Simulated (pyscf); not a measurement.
Optimised with ωB97X-D3(BJ)/def2-SVP in PySCF.

Question: Estimate by transition-state theory the rate constant of `[SiH3][PH][SiH3]` + `[SiH4]` → `[SiH3][P]([SiH3])[SiH3]` + `[H][H]` (singlet surface; H–P, H–Si broken, P–Si, H–H formed) at 1200 K, with ωB97M-D3(BJ)/def2-TZVP energies (ideal gas, 1 atm, RRHO with modes under 100 cm⁻¹ raised to 100, one conformer, R ln 2 for chiral ones without a mode under 150 cm⁻¹; no tunnelling).

Answer: The electronic barrier is 62.2 kcal/mol and the thermal terms add +35.7, so ΔG‡ = 97.9 kcal/mol. With k_BT/h = 2.50e+13 s⁻¹ and RT = 2.385 kcal/mol, and a volume of 1.64e-19 cm³ per molecule at 1 atm, k = 6.0e-24 cm³ molecule⁻¹ s⁻¹. Wigner's tunnelling factor for 1639i cm⁻¹ would be 1.16. A shift of 1 kcal/mol in the barrier changes k by a factor 1.5. This is the saddle that the search found; another between the same sides may lie lower.
